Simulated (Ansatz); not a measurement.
# C2HFO: the cost of one run

Method: the levels named in each step, in Ansatz 0.2.0.

## (1) The system as given

Bond lengths: O1–C2 1.161 Å, C2–C3 1.301 Å, C3–F4 1.355 Å, C3–H5 1.078 Å. Angles: O1–C2–C3 175.8°, C2–C3–F4 123.2°, C2–C3–H5 122.6°, F4–C3–H5 114.2°.

Structure file:

```xyz
5

O     1.7896   -0.2577   -0.3006
C     0.6467   -0.2679   -0.0993
C    -0.6298   -0.3746    0.1265
F    -1.4585    0.6936    0.2220
H    -1.1176   -1.3266    0.2615
```

## (2) A rough first relaxation, PBE-D4/def2-SVP

This run stands in another session on the same molecule. It ended at:

```xyz
5

O     1.8141   -0.2393   -0.3060
C     0.6541   -0.2780   -0.1008
C    -0.6573   -0.3756    0.1333
F    -1.4491    0.7191    0.2189
H    -1.1313   -1.3593    0.2648
```

## (3) Relaxation, HF/STO-3G

Contents of input.yaml:

```yaml
crystal:
  periodic: [false, false, false]
  atoms:
    - { symbol: O, position_ang: [1.81407687, -0.23933074, -0.30602079] }
    - { symbol: C, position_ang: [0.65406756, -0.2780143, -0.10076417] }
    - { symbol: C, position_ang: [-0.65727404, -0.37564063, 0.13334401] }
    - { symbol: F, position_ang: [-1.44914761, 0.71905746, 0.21887036] }
    - { symbol: H, position_ang: [-1.13126278, -1.35926179, 0.26476059] }
basis:
  gaussian: { orbitals: STO-3G }
hamiltonian:
  xc: hf
relax:
  f_tol: 0.002
  max_steps: 150
```

Started as:

```console
ansatz run input.yaml --threads 2 --pin off --max-ram 5120MiB --backend cpu --events-out ev --progress --plain --runs-dir out
```

**Question.** How long does this run take on 2 threads of Intel Xeon at 2.50GHz (Skylake/Cascade Lake), shared host, and how much memory does it need?

About 6.3 s, with a peak of 0.11 GiB.
